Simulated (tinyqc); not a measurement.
Worked calculation (part 2 of 2): MP2 on RHF in the sto-6g basis, frozen core, for BH3, spin multiplicity 1. Computed by tinyqc, a small Python program that keeps every step (integrals from PySCF). Command: `OMP_NUM_THREADS=1 python tinyqc.py 31736 31737 out.jsonl` (the two numbers bound the seeds that draw the settings). One thread of a shared host (Intel(R) Xeon(R) Processor @ 2.60GHz), about 0.2 s of CPU time with the checks.

Geometry (angstrom):

| atom | x | y | z |
|---|---|---|---|
| B | 0.00000 | 0.00000 | 0.01000 |
| H | 1.25600 | 0.00000 | 0.00000 |
| H | -0.62800 | 1.08700 | 0.00000 |
| H | -0.62800 | -1.08700 | 0.00000 |

## Convergence

Stop when the energy changes by less than 1e-10 hartree and every element of the error matrix X^T (F D S - S D F) X is below 3e-06.

Course of the cycle:

| iteration | E (hartree) | change | largest element of the error matrix |
|---|---|---|---|
| 1 | -24.0692774 | - | 9.06e-01 |
| 2 | -26.2961393 | -2.23e+00 | 1.90e-01 |
| 3 | -26.3132514 | -1.71e-02 | 1.69e-02 |
| 4 | -26.3133217 | -7.03e-05 | 6.49e-04 |
| 5 | -26.3133219 | -2.63e-07 | 6.84e-05 |
| 6 | -26.3133219 | -6.91e-09 | 2.80e-06 |
| 7 | -26.3133219 | -4.12e-12 | 8.91e-07 |

PySCF RHF in the same basis = -26.3133219 hartree

Converged in 7 iterations.

## Integrals over molecular orbitals

coefficients C:
```
             MO1       MO2       MO3       MO4       MO5       MO6       MO7       MO8
1B 1s    0.99438  -0.21671   0.00000  -0.00011  -0.00332  -0.24409   0.00125   0.00000
1B 2s    0.02328   0.57565   0.00000   0.00044   0.01547   1.35365  -0.00738   0.00000
1B 2px   0.00000  -0.00027   0.00000   0.50352   0.00000   0.00546   1.14120   0.00000
1B 2py   0.00000   0.00000   0.50355   0.00000   0.00000   0.00000   0.00000   1.14128
1B 2pz  -0.00002  -0.00141   0.00000   0.00000   0.99988  -0.01732   0.00009   0.00000
2H 1s   -0.00398   0.28072   0.00000   0.52571  -0.00541  -0.70765  -0.92565   0.00000
3H 1s   -0.00398   0.28113   0.45514  -0.26258  -0.00540  -0.70093   0.46854  -0.80512
4H 1s   -0.00398   0.28113  -0.45514  -0.26258  -0.00540  -0.70093   0.46854   0.80512
```

core Hamiltonian H = T + V (hartree):
```
            1B 1s     1B 2s    1B 2px    1B 2py    1B 2pz     2H 1s     3H 1s     4H 1s
1B 1s   -13.70882  -3.41298   0.00003   0.00000   0.00042  -0.77287  -0.77398  -0.77398
1B 2s    -3.41298  -4.60512   0.00018   0.00000   0.00358  -1.83394  -1.83556  -1.83556
1B 2px    0.00003   0.00018  -3.90944   0.00000   0.00000  -1.69623   0.84913   0.84913
1B 2py    0.00000   0.00000   0.00000  -3.90943   0.00000   0.00000  -1.46968   1.46968
1B 2pz    0.00042   0.00358   0.00000   0.00000  -3.74446   0.01418   0.01419   0.01419
2H 1s    -0.77287  -1.83394  -1.69623   0.00000   0.01418  -3.04096  -0.38348  -0.38348
3H 1s    -0.77398  -1.83556   0.84913  -1.46968   0.01419  -0.38348  -3.04207  -0.38417
4H 1s    -0.77398  -1.83556   0.84913   1.46968   0.01419  -0.38348  -0.38417  -3.04207
```

Given earlier and not repeated: Two-electron integrals (ij|kl) in chemists' order.

(pq|rs) = sum C_ip C_jq C_kr C_ls (ij|kl), one index at a time.

one-electron integrals over orbitals h = C^T H C (hartree):
```
           1         2         3         4         5         6         7         8
1  -13.69657   0.29495   0.00000   0.00017   0.00504   0.31594  -0.00160   0.00000
2    0.29495  -3.71892   0.00000   0.00017  -0.00370  -0.63529   0.00359   0.00000
3    0.00000   0.00000  -3.43979   0.00000   0.00000   0.00000   0.00000  -0.63395
4    0.00017   0.00017   0.00000  -3.43943  -0.00001  -0.00368  -0.63422   0.00000
5    0.00504  -0.00370   0.00000  -0.00001  -3.74434   0.00860  -0.00004   0.00000
6    0.31594  -0.63529   0.00000  -0.00368   0.00860  -2.96698  -0.00087   0.00000
7   -0.00160   0.00359   0.00000  -0.63422  -0.00004  -0.00087  -3.13619   0.00000
8    0.00000   0.00000  -0.63395   0.00000   0.00000   0.00000   0.00000  -3.13615
```

Two-electron integrals over orbitals (pq|rs), unique and non-zero (hartree); the lowest 1 orbital is frozen and left out:
```
(22|22) 0.43525     (32|32) 0.11908     (33|22) 0.42937     (33|33) 0.48207
(42|22) -0.00017    (42|33) -0.06399    (42|42) 0.11894     (43|32) -0.06395
(43|43) 0.04967     (44|22) 0.42918     (44|33) 0.38247     (44|42) 0.06406
(44|44) 0.48215     (52|22) -0.00024    (52|33) -0.00021    (52|42) 1.95e-07
(52|44) -0.00021    (52|52) 0.06831     (53|32) -0.00042    (53|43) 0.00042
(53|53) 0.01690     (54|22) 8.31e-07    (54|33) 0.00042     (54|42) -0.00042
(54|44) -0.00042    (54|52) 2.60e-05    (54|54) 0.01689     (55|22) 0.45814
(55|33) 0.42591     (55|42) -1.08e-05   (55|44) 0.42586     (55|52) 0.00271
(55|54) 2.68e-06    (55|55) 0.58712     (62|22) 0.04491     (62|33) 0.02225
(62|42) 2.48e-05    (62|44) 0.02204     (62|52) -0.00008    (62|54) 3.40e-06
(62|55) 0.11203     (62|62) 0.07295     (63|32) -0.04323    (63|43) 0.04132
(63|53) 0.00049     (63|63) 0.06047     (64|22) 0.00033     (64|33) 0.04177
(64|42) -0.04370    (64|44) -0.04147    (64|52) 5.46e-06    (64|54) 0.00049
(64|55) 0.00060     (64|62) 0.00061     (64|64) 0.06112     (65|22) -0.00098
(65|33) -0.00043    (65|42) 7.48e-06    (65|44) -0.00042    (65|52) 0.06461
(65|54) 0.00012     (65|55) 0.00013     (65|62) -0.00172    (65|64) -6.89e-06
(65|65) 0.06644     (66|22) 0.43123     (66|33) 0.42865     (66|42) 0.00107
(66|44) 0.42980     (66|52) -0.00178    (66|54) -6.35e-06   (66|55) 0.45400
(66|62) 0.02998     (66|64) -0.00030    (66|65) -0.00228    (66|66) 0.44768
(72|22) -0.00025    (72|33) 0.02370     (72|42) -0.00222    (72|44) -0.02396
(72|52) -6.62e-07   (72|54) 0.00062     (72|55) -0.00062    (72|62) -0.00018
(72|64) 0.04642     (72|65) 9.31e-06    (72|66) -0.00024    (72|72) 0.04894
(73|32) 0.04964     (73|43) -0.02404    (73|53) -0.00035    (73|63) -0.03102
(73|73) 0.03517     (74|22) 0.04831     (74|33) 0.05285     (74|42) -0.04916
(74|44) 0.00546     (74|52) 0.00107     (74|54) 0.00034     (74|55) 0.10093
(74|62) 0.07007     (74|64) 0.03120     (74|65) -0.00050    (74|66) 0.02841
(74|72) 0.00956     (74|74) 0.10583     (75|22) 2.98e-06    (75|33) -0.00070
(75|42) 0.00142     (75|44) 0.00070     (75|52) -0.00034    (75|54) 0.01624
(75|55) -1.56e-06   (75|62) 9.58e-06    (75|64) -0.00057    (75|65) -0.00024
(75|66) 2.41e-05    (75|72) 0.00018     (75|74) -0.00059    (75|75) 0.02036
(76|22) -0.00006    (76|33) -0.05841    (76|42) 0.10800     (76|44) 0.05865
(76|52) 1.12e-05    (76|54) -0.00055    (76|55) 0.00006     (76|62) 0.00008
(76|64) -0.04628    (76|65) 1.66e-05    (76|66) 0.00114     (76|72) -0.00724
(76|74) -0.05100    (76|75) 0.00125     (76|76) 0.11105     (77|22) 0.45024
(77|33) 0.41362     (77|42) 0.02820     (77|44) 0.47937     (77|52) 0.00046
(77|54) -0.00040    (77|55) 0.47323     (77|62) 0.04940     (77|64) -0.03627
(77|65) -0.00031    (77|66) 0.45744     (77|72) -0.03011    (77|74) 0.04597
(77|75) 0.00025     (77|76) 0.02916     (77|77) 0.51965     (82|32) -0.00231
(82|43) 0.02386     (82|53) 0.00062     (82|63) 0.04636     (82|73) -0.01043
(82|82) 0.04896     (83|22) 0.04816     (83|33) 0.00529     (83|42) 0.04942
(83|44) 0.05306     (83|52) 0.00107     (83|54) -0.00034    (83|55) 0.10089
(83|62) 0.07000     (83|64) -0.03065    (83|65) -0.00049    (83|66) 0.02942
(83|72) -0.01055    (83|74) 0.03987     (83|75) 0.00060     (83|76) 0.05151
(83|77) 0.06699     (83|83) 0.10613     (84|32) 0.04943     (84|43) -0.02382
(84|53) -0.00034    (84|63) -0.03070    (84|73) 0.03169     (84|82) -0.01017
(84|84) 0.03485     (85|32) 0.00142     (85|43) -0.00070    (85|53) 0.01624
(85|63) -0.00057    (85|73) 0.00060     (85|82) 0.00018     (85|84) 0.00060
(85|85) 0.02035     (86|32) 0.10776     (86|43) -0.05806    (86|53) -0.00055
(86|63) -0.04537    (86|73) 0.05149     (86|82) -0.00700    (86|84) 0.05126
(86|85) 0.00125     (86|86) 0.11043     (87|32) -0.02990    (87|43) 0.03375
(87|53) 0.00041     (87|63) 0.03719     (87|73) -0.01158    (87|82) 0.02996
(87|84) -0.01138    (87|85) -0.00027    (87|86) -0.03037    (87|87) 0.03470
(88|22) 0.45031     (88|33) 0.47998     (88|42) -0.02934    (88|44) 0.41296
(88|52) 0.00046     (88|54) 0.00041     (88|55) 0.47325     (88|62) 0.04967
(88|64) 0.03741     (88|65) -0.00032    (88|66) 0.45684     (88|72) 0.02963
(88|74) 0.06738     (88|75) -0.00026    (88|76) -0.03005    (88|77) 0.45179
(88|83) 0.04525     (88|88) 0.52027
```

## Second-order Moller-Plesset energy

orbital energies (hartree): MO1 -7.52879, MO2 -0.64641, MO3 -0.44756, MO4 -0.44753, MO5 0.23731, MO6 0.61375, MO7 0.68812, MO8 0.68821

Hartree-Fock energy = -26.3133219 hartree

E2 = sum_ijab (ia|jb) [2 (ia|jb) - (ib|ja)] / (e_i + e_j - e_a - e_b) over occupied i, j and virtual a, b; the opposite-spin part is (ia|jb)^2 / denominator, the rest is same-spin, and SCS-MP2 scales them by 6/5 and 1/3.

Terms (the 40 largest of 74):

| i | j | a | b | (ia\|jb) | (ib\|ja) | denominator | term |
|---|---|---|---|---|---|---|---|
| 3 | 3 | 8 | 8 | 0.10613 | 0.10613 | -2.27154 | -0.00496 |
| 4 | 4 | 7 | 7 | 0.10583 | 0.10583 | -2.27130 | -0.00493 |
| 2 | 4 | 6 | 7 | 0.07007 | 0.04642 | -2.39582 | -0.00274 |
| 4 | 2 | 7 | 6 | 0.07007 | 0.04642 | -2.39582 | -0.00274 |
| 2 | 3 | 6 | 8 | 0.07000 | 0.04636 | -2.39594 | -0.00274 |
| 3 | 2 | 8 | 6 | 0.07000 | 0.04636 | -2.39594 | -0.00274 |
| 2 | 2 | 5 | 5 | 0.06831 | 0.06831 | -1.76745 | -0.00264 |
| 2 | 2 | 6 | 6 | 0.07295 | 0.07295 | -2.52033 | -0.00211 |
| 4 | 4 | 6 | 6 | 0.06112 | 0.06112 | -2.12257 | -0.00176 |
| 3 | 3 | 6 | 6 | 0.06047 | 0.06047 | -2.12262 | -0.00172 |
| 2 | 2 | 8 | 8 | 0.04896 | 0.04896 | -2.66925 | -0.00090 |
| 2 | 2 | 7 | 7 | 0.04894 | 0.04894 | -2.66907 | -0.00090 |
| 3 | 4 | 8 | 7 | 0.03987 | 0.03169 | -2.27142 | -0.00084 |
| 4 | 3 | 7 | 8 | 0.03987 | 0.03169 | -2.27142 | -0.00084 |
| 3 | 3 | 7 | 7 | 0.03517 | 0.03517 | -2.27135 | -0.00054 |
| 4 | 4 | 8 | 8 | 0.03485 | 0.03485 | -2.27149 | -0.00053 |
| 4 | 4 | 7 | 6 | 0.03120 | 0.03120 | -2.19693 | -0.00044 |
| 4 | 4 | 6 | 7 | 0.03120 | 0.03120 | -2.19693 | -0.00044 |
| 2 | 4 | 7 | 6 | 0.04642 | 0.07007 | -2.39582 | -0.00044 |
| 4 | 2 | 6 | 7 | 0.04642 | 0.07007 | -2.39582 | -0.00044 |
| 3 | 2 | 6 | 8 | 0.04636 | 0.07000 | -2.39594 | -0.00044 |
| 2 | 3 | 8 | 6 | 0.04636 | 0.07000 | -2.39594 | -0.00044 |
| 3 | 3 | 6 | 7 | -0.03102 | -0.03102 | -2.19699 | -0.00044 |
| 3 | 3 | 7 | 6 | -0.03102 | -0.03102 | -2.19699 | -0.00044 |
| 3 | 4 | 6 | 8 | -0.03070 | -0.03065 | -2.19706 | -0.00043 |
| 4 | 3 | 8 | 6 | -0.03070 | -0.03065 | -2.19706 | -0.00043 |
| 4 | 3 | 6 | 8 | -0.03065 | -0.03070 | -2.19706 | -0.00043 |
| 3 | 4 | 8 | 6 | -0.03065 | -0.03070 | -2.19706 | -0.00043 |
| 3 | 4 | 7 | 8 | 0.03169 | 0.03987 | -2.27142 | -0.00033 |
| 4 | 3 | 8 | 7 | 0.03169 | 0.03987 | -2.27142 | -0.00033 |
| 3 | 3 | 5 | 5 | 0.01690 | 0.01690 | -1.36974 | -0.00021 |
| 4 | 4 | 5 | 5 | 0.01689 | 0.01689 | -1.36969 | -0.00021 |
| 2 | 3 | 7 | 8 | -0.01055 | -0.01043 | -2.47030 | -4.55e-05 |
| 3 | 2 | 8 | 7 | -0.01055 | -0.01043 | -2.47030 | -4.55e-05 |
| 3 | 2 | 7 | 8 | -0.01043 | -0.01055 | -2.47030 | -4.36e-05 |
| 2 | 3 | 8 | 7 | -0.01043 | -0.01055 | -2.47030 | -4.36e-05 |
| 2 | 4 | 8 | 8 | -0.01017 | -0.01017 | -2.47037 | -4.19e-05 |
| 4 | 2 | 8 | 8 | -0.01017 | -0.01017 | -2.47037 | -4.19e-05 |
| 2 | 4 | 7 | 7 | 0.00956 | 0.00956 | -2.47018 | -3.70e-05 |
| 4 | 2 | 7 | 7 | 0.00956 | 0.00956 | -2.47018 | -3.70e-05 |

Pair energies (hartree; pair i-j sums ij and ji):

| pair | opposite spin | same spin |
|---|---|---|
| 2-2 | -0.00655 | 0 |
| 3-2 | -0.00606 | -0.00047 |
| 3-3 | -0.00831 | 0 |
| 4-2 | -0.00606 | -0.00047 |
| 4-3 | -0.00400 | -0.00006 |
| 4-4 | -0.00832 | 0 |

MP2 correlation energy = -0.0402903 hartree

SCS-MP2 correlation energy = -0.0474881 hartree

MP2 total energy = -26.3536123 hartree
